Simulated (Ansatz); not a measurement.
**C4H7F: basis-set convergence**

One table from this session's results is given with a row withheld; the runs are named, their logs left out.

Computed with Ansatz 0.2.0, Gaussian basis. Level: one geometry, several basis sets.

Plan: PBE0-D4/def2-SVP; ωB97M-V/def2-SVP; PBE0-D4/def2-QZVPP; ωB97M-V/def2-QZVPP; the functionals' def2-TZVPP values are taken from earlier runs.

### The relaxed structure

All runs share one geometry, relaxed beforehand with PBE0-D4 in a triple-zeta def2 set.

SMILES `CC1(F)CC1`, 12 atoms, charge 0, spin multiplicity 1.

Atoms are counted from 1 here; the program's logs count them from 0.

Bond lengths: C1–C2 1.492 Å, C1–H6 1.092 Å, C1–H7 1.091 Å, C1–H8 1.092 Å, C2–F3 1.376 Å, C2–C4 1.485 Å, C2–C5 1.485 Å, C4–C5 1.514 Å, C4–H9 1.083 Å, C4–H10 1.082 Å, C5–H11 1.083 Å, C5–H12 1.082 Å. Angles: C2–C1–H6 110.5°, C2–C1–H7 110.3°, C2–C1–H8 110.5°, H6–C1–H7 108.4°, H6–C1–H8 108.6°, H7–C1–H8 108.4°, C1–C2–F3 111.4°, C1–C2–C4 122.8°, C1–C2–C5 122.8°, F3–C2–C4 115.1°, F3–C2–C5 115.1°, C4–C2–C5 61.3°, C2–C4–C5 59.4°, C2–C4–H9 118.4°, C2–C4–H10 116.7°, C5–C4–H9 119.0°, C5–C4–H10 116.8°, H9–C4–H10 115.2° and more.

The first run:

Contents of in.yaml:

```yaml
crystal:
  periodic: [false, false, false]
  atoms:
    - {symbol: C, position_ang: [-1.200271, -0.231073, 0.827656]}
    - {symbol: C, position_ang: [0.188921, -0.325157, 0.291597]}
    - {symbol: F, position_ang: [0.940044, -1.233605, 1.001302]}
    - {symbol: C, position_ang: [0.937077, 0.853122, -0.215023]}
    - {symbol: C, position_ang: [0.498792, -0.246581, -1.158411]}
    - {symbol: H, position_ang: [-1.186744, 0.088712, 1.872149]}
    - {symbol: H, position_ang: [-1.778990, 0.493395, 0.252553]}
    - {symbol: H, position_ang: [-1.700898, -1.200083, 0.765998]}
    - {symbol: H, position_ang: [0.429223, 1.809115, -0.252051]}
    - {symbol: H, position_ang: [1.991579, 0.899840, 0.024848]}
    - {symbol: H, position_ang: [-0.312269, -0.052756, -1.849640]}
    - {symbol: H, position_ang: [1.270537, -0.910127, -1.526977]}
basis:
  gaussian: {orbitals: def2-SVP}
hamiltonian: {xc: pbe0, dispersion: d4}
output: {orbitals: {seedname: orbitals}}
```

Launch:

```console
ansatz run in.yaml --threads 4 --pin off --events-out ev --progress --plain --max-ram 10444MiB
```

Among the steps run: PBE0-D4 in def2-SVP; ωB97M-V in def2-SVP; PBE0-D4 in def2-QZVPP; ωB97M-V in def2-QZVPP.

One of the session's tables, all rows but one given; the rest of the session is left out.

It belongs to the step «Density functionals: the series». 

| functional | basis | HOMO (eV) | LUMO (eV) |
| --- | --- | --- | --- |
| PBE0-D4 | def2-SVP | -7.80 | 1.91 |
| PBE0-D4 | def2-TZVPP | -7.86 | 1.35 |
| PBE0-D4 | def2-QZVPP | -7.89 | 0.81 |
| ωB97M-V | def2-SVP | -10.10 | 3.58 |
| ωB97M-V | def2-TZVPP | ? | ? |
| ωB97M-V | def2-QZVPP | -10.21 | 1.89 |

**Question.** Estimate the row for ωB97M-V, def2-TZVPP.

**Answer.** HOMO (eV): -10.18; LUMO (eV): 2.78. In the column «HOMO (eV)» it lies between ωB97M-V, def2-QZVPP (-10.21) and ωB97M-V, def2-SVP (-10.10).
